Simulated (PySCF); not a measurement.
An unknown is described by computed data only.

Formula: CH7BSi.

| Property | Result |
| --- | --- |
| UV, first state | lowest singlet excitation: 5.89 eV (211 nm, f = 0.001) [TDDFT CAM-B3LYP/def2-SVPD] |
| 13C NMR | chemical shifts (computed TMS as zero) by class: 22.0 (1 C) ppm [GIAO PBE0/pcSseg-1] |
| NMR, other nuclei | isotropic shieldings of nuclei other than C and H, by class: 18 (1 B), 436 (1 Si) ppm [GIAO PBE0/pcSseg-1] |
| Dipole | 0.91 D [CAM-B3LYP/def2-SVPD] |
| Rotational structure | rotational constants A, B, C: 21.719, 5.493, 4.971 GHz [PBE0-D3(BJ)/def2-SVP] |
| XPS | Si2p3/2 107.0, B1s 196.0, C1s 290.2, Si1s 1846.8 eV [ΔSCF SCAN, pcX-2 on the ionised atom, pcseg-1 elsewhere, spin-free X2C, 2p3/2 from a spin–orbit splitting computed afterwards within the 2p shell] |

The electronic properties come from PySCF, for the isolated species, density fitting. Levels stand in brackets. The structure is a single PBE0-D3(BJ)/def2-SVP conformer in the gas phase; no vibrational or solvent corrections. NMR classes are plain means over equivalent atoms (diastereotopic ones count apart unless rotation or inversion swaps them), as if these changed places fast.

**Question.** Give a SMILES that accounts for the data.

**Answer.** The one carbon: carbon bonded to B, Si and 2 H (22.0 ppm). The other shieldings belong to: 18 ppm, boron bonded to C and 2 H; 436 ppm, silicon bonded to C and 3 H. The core levels belong to: Si2p3/2 107.0 eV, silicon bonded to C and 3 H; B1s 196.0 eV, boron bonded to C and 2 H; C1s 290.2 eV, carbon bonded to B, Si and 2 H; Si1s 1846.8 eV, silicon bonded to C and 3 H. The hole state at 196.0 eV has ⟨S²⟩ = 0.83 against 0.75, so that value is less sure. The optimised geometry has point group Cs and is an asymmetric top. Structure: `[H]B([H])C[SiH3]` (BH2(CH2SiH3)). The assignments are read from this structure; whether some other isomer fits the data as well wasn't checked.
